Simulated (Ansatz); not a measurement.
Compare A (`C=C=N`) with its isomer B (`C#CN`).

Computed with Ansatz on PBE0-D4/def2-TZVP structures; ΔE is electronic, products minus reactants. CBS: def2 TZ/QZ extrapolation, frozen cores. DFT in def2-TZVPP. B3LYP here is the variant with VWN-RPA as its local correlation; programs differ in this. One conformer a species, not always the lowest.

**Question.** Which is lower in electronic energy at CCSD(T)/CBS, and by how much? (Estimate.)

**Answer.** Ansatz gave: A, by 13.7 kcal/mol.

**Question.** Give E(B) − E(A) in kcal/mol with MP2/def2-TZVPP, B2PLYP, CCSD(T)/def2-TZVPP, CCSD(T)/def2-SVP, LDA (SPW92), PBE0-D4, B3LYP. (Estimate.)

**Answer.** Computed: MP2/def2-TZVPP 12.8, B2PLYP 15.6, CCSD(T)/def2-TZVPP 14.9, CCSD(T)/def2-SVP 15.5, LDA (SPW92) 17.0, PBE0-D4 16.9, B3LYP 17.2. None reverses the order clearly.

**Question.** Does the order hold for the free energy at 298.15 K (harmonic terms from PBE0-D4)? (Best estimate.)

**Answer.** The calculation gave: Yes: G(B) − G(A) = +14.0 kcal/mol, for one conformer each.

Largest T1 diagnostic: 0.015.

From PBE to PBE0 (25 % exact exchange), in def2-TZVPP and without D4, E(B) − E(A) moves by −1.9 kcal/mol. Leaving LDA and LC-ωPBE aside and taking each functional with its dispersion term where it has one, the values, not all of them listed here, spread over 4.9 kcal/mol, from PBE-QIDH to B97M-V. LDA lies −1.7 kcal/mol from PBE without D4.
